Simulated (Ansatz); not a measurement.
Calculated with Ansatz (gas phase, PBE0-D4/def2-TZVP geometries, no zero-point term in ΔE). CCSD(T)/CBS adds triple-zeta CCSD(T) − MP2 to the extrapolated MP2 energy (def2 sets, frozen cores). This one scheme is used for every species. Functionals use def2-TZVPP. B3LYP here is the variant with VWN-RPA as its local correlation; programs differ in this. One conformer a species, not always the lowest.

Reaction (substitution at a C–F bond): `FC1CCCO1` + CH₃OH → `COC1CCCO1` + H–F

| level | ΔE (kJ/mol) | difference from CCSD(T)/CBS |
| --- | --- | --- |
| ωB97M-V | -4.4 | 8.8 |
| B2PLYP | -2.5 | 10.7 |
| PBE | 2.7 | 15.9 |
| B3LYP | 6.2 | 19.4 |
| HF/def2-TZVPP | 8.3 | 21.5 |
| MP2/def2-TZVPP | -18.8 | -5.6 |
| CCSD/def2-TZVPP | -9.5 | 3.7 |
| CCSD(T)/def2-TZVPP | -12.3 | 0.9 |
| HF/def2-QZVPP | 8.4 | 21.6 |
| CCSD/CBS(def2) | -10.4 | 2.8 |
| CCSD(T)/CBS | -13.2 | 0 |

Largest T1 diagnostic among the species: 0.011.

The D4 term adds −10.3 kJ/mol with B3LYP and −6.0 kJ/mol with PBE0; it sums over pairs of atoms, weighted by their polarisabilities, and B3LYP, whose exchange is more repulsive, gets the larger term. In def2-TZVPP, CCSD(T) changes the Hartree–Fock value by −20.7 kJ/mol (the triples alone add −2.8 kJ/mol) and MP2 by −27.1 kJ/mol.
